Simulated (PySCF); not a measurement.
H6Si2, SMILES [SiH3][SiH3]. The structure is a stationary point at PBE-D3(BJ)/def2-TZVP.

Problem. Give the equilibrium geometry at PBE-D3(BJ)/def2-TZVP (PySCF confirms it by a frequency run) as a Z-matrix, and its point group. (An estimate is asked for; the answer gives what the named calculation found.)

Solution. point group D3d.
```
Si
H 1 1.4965
H 1 1.4965 2 108.60
H 1 1.4965 2 108.60 3 117.93
Si 1 2.3454 2 110.33 3 -121.04
H 5 1.4965 1 110.33 2 -180.00
H 5 1.4965 6 108.60 1 -121.04
H 5 1.4965 6 108.60 7 -117.93
```
Charge 0, spin multiplicity 1.
